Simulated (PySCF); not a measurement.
Input file for PySCF: R-M06-2X/6-31G* on C2H4O (a complex).

```python
from pyscf import gto, scf, dft, mp
from pyscf.data.elements import chemcore

mol = gto.M(
    atom='''
    C    -1.24440105    0.05168443    0.04046769
    H    -0.17853105    0.02131243    0.01587469
    C    -2.45627805    0.08542543    0.06783969
    H    -3.51681105    0.11577743    0.09244069
    O     2.60853095   -0.08566257   -0.06768431
    H     3.17888795   -0.67543157    0.42934269
    H     3.18052695    0.26532543   -0.75305631
    ''',
    basis='6-31g*',
    cart=True,
    charge=0, spin=0, verbose=3, max_memory=1800)
mf = dft.RKS(mol, xc='m062x')
mf.conv_tol = 1e-8
mf.max_cycle = 100
mf.kernel()
if not mf.converged:
    mf = mf.newton().run(mf.mo_coeff, mf.mo_occ)
```

The log:

```
converged SCF energy = -153.665280818626
```

The calculation finished and met its thresholds.

Cost: roughly 2.9 core-seconds.
